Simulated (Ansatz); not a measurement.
## PH₂, doublet: reading a ladder of total energies

Geometry: MP2(full)/6-31G*, from the G2/97 set.

```xyz
3

P     0.0000    0.0000    0.0599
H     0.0000    1.0256   -0.9209
H     0.0000   -1.0256   -0.9209
```

Basis cc-pV(Q+d)Z; Ansatz 0.2.0. Correlated methods freeze the noble-gas cores, which leaves 7 electrons in 119 orbitals. Prefix R: restricted or restricted open-shell reference; prefix U: unrestricted.

Full CI isn't at hand for all of this; UCCSDT(Q) serves as the reference, and is uncertain by about the last step of the cluster series.

Runs differ by some tens of microhartree through their thresholds and, for an open shell, their frozen cores, so steps under 0.03 kcal/mol mean nothing.

```json
{"level": "UHF", "total energy (hartree)": "-341.892339"}
{"level": "UMP2", "total energy (hartree)": "-342.039580"}
{"level": "UCCSD", "total energy (hartree)": "-342.064572"}
{"level": "UCCSD(T)", "total energy (hartree)": "-342.070950"}
{"level": "UCCSDT", "total energy (hartree)": "-342.071863"}
{"level": "UCCSDT(Q)", "total energy (hartree)": "-342.072099"}
```

**Question.** What is the correlation energy at UCCSDT(Q), and what share of it do UMP2 and UCCSDT recover?

**Answer.** E(corr) = -342.072099 − (-341.892339) = -0.179760 hartree = -4.892 eV. UMP2: -0.147241 / -0.179760 = 81.91 %. UCCSDT: -0.179524 / -0.179760 = 99.87 %.

**Question.** By how many kcal/mol does UCCSD(T) miss UCCSDT(Q) (1 hartree = 627.509 kcal/mol), and which steps make up the rest?

**Answer.** -342.070950 − (-342.072099) = 0.001149 hartree = 0.72 kcal/mol. Steps: UCCSDT − UCCSD(T) = -0.57, UCCSDT(Q) − UCCSDT = -0.15 kcal/mol. That is within 1 kcal/mol of the reference in this basis, which itself misses far more of the correlation at the basis-set limit.
